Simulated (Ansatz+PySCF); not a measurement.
The numbers below are computed, except where a source is named.
## PySCF 2.14.0 run

```python
from pyscf import gto, scf

mol = gto.M(atom="""
N 0.000000 0.000000 -0.145620
H 0.000000 0.799940 0.509660
H 0.000000 -0.799940 0.509660
H 10.000000 0.000000 0.000000
""", basis='6-31g*', charge=0, spin=0)
mf = scf.UHF(mol)
mf.init_guess = 'minao'
mf.kernel()
while True:  # follow internal instabilities
    mo, _, stable, _ = mf.stability(return_status=True)
    if stable: break
    mf.kernel(mf.make_rdm1(mo, mf.mo_occ))
print(mf.converged, mf.e_tot, mf.spin_square()[0])
```

The script is written out from the run's settings.

Results

- Converged: yes
- Total energy: -56.05429 hartree
- Spin squared of the determinant: 1.008

Caution: the unrestricted determinant is a mixture of spin states.
